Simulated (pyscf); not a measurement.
Single points on ωB97X-D3(BJ)/def2-SVP structures (PySCF, gas phase). Correlated levels are frozen-core, on RHF or UHF. ΔMP2 is the change of the MP2 total energy from the triple- to the quadruple-zeta basis.

SMILES: FBCl
```xyz
4

F      1.3338    -0.7466    -0.7195
B      0.1564    -0.1921    -0.9212
Cl    -0.0212     1.5247    -0.6449
H     -0.7707    -0.8630    -1.2892
```
Charge 0, spin multiplicity 1.

Q: How much does it cost (ΔH, 298 K, CCSD(T)/def2-TZVPP + ΔMP2(QZVPP)) to split F–BH–Cl at its B–F bond into F• + [HB–Cl]•?

A: B–F to F• + [HB–Cl]•: 167.5 kcal/mol. The radicals are drawn with the spin at the cut bond; how far it spreads was not checked. The CCSD(T) − MP2 part came from Ansatz, without density fitting, on the same reference. Left out: the spin-orbit lowering of F.
